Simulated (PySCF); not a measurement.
**Basis set benchmark on one molecule**

Molecule: `ClC(Cl)(Cl)Cl`, CCl$_{4}$.

Structure with atom numbers: `[Cl:1][C:2]([Cl:3])([Cl:4])[Cl:5]`.

Geometry PBE0-D3(BJ)/def2-SVP throughout; GIAO in PySCF 2.14.0 with density-fitted response routines, gas phase, one conformer, non-relativistic; equivalent atoms averaged; functional PBE0.

Reference values (CCSD(T)/cc-pVQZ; gas (isolated, no vibration); M. Maurer, PhD thesis, LMU Munich (Maurer, Ochsenfeld, JCTC 2015 SI; set of Flaig et al., JCTC 2014, 10, 572)): δ(C2) = 126.2 ppm. Computed shifts are taken against TMS, calculated as an isolated molecule at each level.

How do the basis sets STO-3G, 6-31G, pcSseg-0, 6-31G*, def2-SVP, cc-pVDZ, pcSseg-1, aug-cc-pVDZ, cc-pVTZ, 6-311+G(2d,p), def2-TZVP, pcSseg-2, IGLO-III perform against the reference? Times are CPU seconds on shared hosts with different chips, so compare them loosely.

Results:


```tsv
basis set	functions	C2	abs. error C	core-s
STO-3G	41	119.9	6.3	1.7
6-31G	61	125.4	0.8	3.5
pcSseg-0	61	145.3	19.1	4.9
6-31G*	86	123.2	3.0	4.8
def2-SVP	86	136.9	10.7	4
cc-pVDZ	86	139.1	12.9	5.6
pcSseg-1	113	134.8	8.6	11
aug-cc-pVDZ	131	135.5	9.3	10
cc-pVTZ	166	135.1	8.9	14
6-311+G(2d,p)	167	134.9	8.7	10
def2-TZVP	179	136.4	10.2	12
pcSseg-2	208	138.7	12.5	15
IGLO-III	211	136.4	10.2	20
```

For $^{13}$C the closest is 6-31G (0.8 ppm) and the furthest pcSseg-0 (19.1 ppm). Where a smaller basis beats a larger one, errors probably cancel; the largest sets show where the functional converges. One molecule is a small sample, and the reference may use another geometry.

A small basis that lands close on one nucleus may do so by chance; judge by the trend and by all nuclei.
